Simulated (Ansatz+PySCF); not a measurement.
Two shapes of doublet C2H.

Shape 1:

```xyz
3

C     0.0000    0.0000    0.0000
C     1.2128    0.0000    0.0000
H    -1.0582    0.0000    0.0000
```

Shape 2:

```xyz
3

C    -0.0167    0.0000    0.0000
C     1.1962    0.0000    0.0000
H    -1.0249    0.0000    0.0000
```

Basis set: cc-pVTZ (spherical functions). Correlated methods keep 2 orbitals frozen. Correlation on ROHF uses semicanonical orbitals with singles. Charge 0, multiplicity 2.

Computed with Ansatz (development build ahead of 0.2.0) and PySCF 2.14.0; each method stands on the lowest determinant of its kind that the runs found.

Which shape is lower in energy, and by how much in each method?

```json
{"method": "ROHF", "E(2) − E(1) (eV)": "0.051"}
{"method": "UHF", "E(2) − E(1) (eV)": "0.051"}
{"method": "ROHF-MP2", "E(2) − E(1) (eV)": "0.065"}
{"method": "UHF-MP2", "E(2) − E(1) (eV)": "0.063"}
{"method": "ROHF-CCSD(T)", "E(2) − E(1) (eV)": "0.069"}
```

Shape 1 is lower. Caution for UHF, UHF-MP2: the unrestricted determinant is spin contaminated. Caution for ROHF-MP2, UHF-MP2: forces differ strongly between restricted and unrestricted references. Caution for UHF-MP2: MP2 forces lie far from those of the mean fields.
